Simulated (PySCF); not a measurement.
Compound: trimethylphosphine, C3H9P.
Atom-mapped SMILES: `[CH3:1][P:2]([CH3:3])[CH3:4]` (hydrogens: H5, H6, H7 on C1; H8, H9, H10 on C3; H11, H12, H13 on C4)

A linear-response calculation (PySCF, def2-SVPD basis, gas phase, vertical, core orbitals frozen in the response) gave these numbers; the functional is withheld.

Orbital energies (eV): HOMO-3 -12.21, HOMO-2 -10.54, HOMO-1 -10.54, HOMO -7.67, LUMO 1.40, LUMO+1 1.84, LUMO+2 1.84.

```csv
state,E (eV),f,"main configurations (H = HOMO, L = LUMO)"
S1,6.36,0.0009,H→L (94%)
S2,6.60,0.113,H→L+1/L+2 (≥90%)
S3,6.60,0.114,H→L+1/L+2 (≥90%)
S4,7.52,0.315,"H→L+3 (83%), H→L+4 (12%)"
S5,7.90,0.0000,"H→L+4 (83%), H→L+3 (14%)"
S6,7.96,0.0035,H→L+5 (85%)
S7,7.97,0.0035,H→L+6 (85%)
```

Triplets, Tamm–Dancoff:

```tsv
state	E (eV)	λ (nm)	main configurations (H = HOMO, L = LUMO)
T1	5.49	225.8	H→L+1/L+2 (≥59%), H→L+5 (22%)
T2	5.49	225.8	H→L+1/L+2 (≥59%), H→L+6 (22%)
T3	6.18	200.7	H→L (91%)
```

Vertical ionisation energy by ΔSCF with the same functional: 8.54 eV. Mean static polarisability: 66.1 au.

Orbitals of the list HOMO-3 to LUMO+2 that lie within 0.01 eV of each other are written together with a slash and their weights summed (≥ marks a lower bound); for degenerate orbitals outside that list single weights are arbitrary.

Question: Which of these was used?
A. PBE
B. HF
C. B3LYP
D. CAM-B3LYP

Answer: D. CAM-B3LYP is range-separated, 19% exact exchange at short range and 65% at long range (ω = 0.33 bohr⁻¹). In this run −ε(HOMO) = 7.67 eV differs from the ΔSCF value by -0.87 eV, and S1 differs from the orbital gap of 9.08 eV by -2.72 eV. The ratio −ε(HOMO)/IP is 0.90. Usual ranges for neutral molecules in this basis: 0.85 to 0.93 with CAM-B3LYP, 0.5 to 0.7 with PBE, 0.67 to 0.83 with B3LYP; Hartree–Fock can't fall below 1, since the ion's relaxation only lowers the ΔSCF value.

Level of theory: TDDFT CAM-B3LYP/def2-SVPD, vertical, gas phase, core orbitals frozen in the response (PySCF 2.14.0, density-fitted response routines). Geometry: PBE0-D3(BJ)/def2-SVP; no solvent, vibrations or thermal averaging.

Without π bonds the low states may be Rydberg-like; a valence basis with one diffuse set may place them up to an eV too high.
